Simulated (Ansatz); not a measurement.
Two shapes of singlet BH₃.

Shape 1:

```xyz
4

B    -0.0327   -0.0105    0.0363
H     1.2172    0.0195   -0.0448
H    -0.5711    1.0270   -0.0339
H    -0.6064   -1.0033   -0.0276
```

Shape 2:

```xyz
4

B     0.0000    0.0000    0.0000
H     1.1100    0.0000    0.0000
H    -0.5550    0.9613    0.0000
H    -0.5550   -0.9613    0.0000
```

Basis set: 6-31G* (spherical functions). Left uncorrelated: 1 orbital. Charge 0, multiplicity 1.

Computed with Ansatz (development build ahead of 0.2.0); each method stands on the lowest determinant of its kind that the runs found.

Question: Which shape is lower in energy, and by how much in each method?

Answer:

| method | E(2) − E(1) (eV) |
| --- | --- |
| RHF | 0.163 |
| RHF-MP2 | 0.185 |

Shape 1 is lower.
